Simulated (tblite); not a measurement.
Species: C4H7OS (doublet state).
Z-matrix (Å and degrees, GFN2-xTB geometry), rows numbered from 1:
```
C 
C   1  1.3297
O   2  1.3545  1  121.99
C   3  1.4007  2  115.38  1   156.11
C   4  1.5353  3  110.83  2   -76.91
S   5  1.7981  4  111.32  3    62.82
H   1  1.0726  2  120.78  3   176.71
H   1  1.0748  2  121.06  3    -3.13
H   2  1.0862  1  121.81  3  -175.68
H   4  1.0936  3  106.47  2   164.00
H   4  1.0990  3  110.99  2    44.91
H   5  1.0897  4  109.70  3  -177.71
H   5  1.0907  4  110.00  3   -56.74
```

Level: GFN2-xTB in tblite, geometry and Hessian alike; calculated harmonic values, unscaled, isolated species. The method is semi-empirical: single wavenumbers can be off by several per cent or more. One conformer, not necessarily the lowest. Open shells enter through the occupations alone, without spin polarisation, and single modes of such species can be off by tens of per cent.

Harmonic wavenumbers (cm⁻¹): 46.4, 103.8, 192.4, 253.9, 321.7, 430.3, 528.9, 652.5, 712.5, 825.7, 828.4, 894.1, 969.8, 987.5, 1000.0, 1056.3, 1133.8, 1147.1, 1211.5, 1258.7, 1299.0, 1318.5, 1365.7, 1406.3, 1448.0, 1634.9, 2895.6, 2965.1, 2978.4, 2983.5, 3005.9, 3134.3, 3177.0.

A = 4151, B = 2304, C = 1605 MHz; mass 103.022 u (most abundant isotopes); point group C1, symmetry number 1; spin multiplicity 2.

What is the zero-point energy?

Half the sum of the wavenumbers: 22084 cm⁻¹ = 63.14 kcal/mol.

What is S at 350 K and 1 bar for an ideal gas of classical rigid rotors and harmonic oscillators?

Translation 40.63, rotation 27.92, vibration 20.04, spin (R ln 2) 1.38: S = 90.0 cal/(mol K).

And Cp and H(350 K) − H(0)?

Cp = 29.72 cal/(mol K), of which vibrations give 21.77 (their classical limit is 33 R = 65.6); H(350 K) − H(0) = 6.46 kcal/mol without the zero-point energy, 3.68 from vibrations.

How do the functions run with temperature in this model?

```tsv
T (K)	S (cal/(mol K))	Cp (cal/(mol K))	H − H(0) (kcal/mol)	G − H(0) (kcal/mol)	ln q(vib)
50	56.5	11.0	0.46	-2.36	0.36
100	65.1	14.0	1.09	-5.42	1.08
298.15	85.5	26.2	5.01	-20.48	4.02
373.15	91.9	31.3	7.16	-27.14	5.15
500	102.1	38.7	11.62	-39.45	7.09
750	120.0	49.0	22.69	-67.28	10.90
1000	135.0	55.6	35.81	-99.20	14.53
```

q(vib) and H(0) count from the zero-point level.

What must be added to the electronic energy to get the Gibbs energy at 350 K and 1 bar?

ZPE + [H(350 K) − H(0)] − T·S = 63.14 + 6.46 − 31.49 = 38.11 kcal/mol.

Blend soft modes into free rotors: weight 1/[1 + (100 cm⁻¹/ν̃)⁴] for the oscillator and the rest for a rotor with moment μB/(μ + B), μ = h/(8π²ν), B = 10⁻⁴⁴ kg m². What vibrational entropy results?

18.27 cal/(mol K) in place of 20.04, which changes −T·S at 350 K by +0.62 kcal/mol.

Which modes carry the vibrational entropy at 350 K?

46.4 cm⁻¹: 5.28; 103.8 cm⁻¹: 3.69; 192.4 cm⁻¹: 2.50; 253.9 cm⁻¹: 1.99; 321.7 cm⁻¹: 1.57; 430.3 cm⁻¹: 1.09 cal/(mol K); the other 27 give 3.90 together.

Hindered rotation and anharmonicity are outside this model. Other conformers, if any are populated, would add a mixing term that is left out. The structure is chiral; the term R ln 2 for an equal mix with its mirror image is left out.

On Arm Neoverse V1, one thread, on a shared host, this took 0.36 s of wall time. The figure is for the frequency step alone.
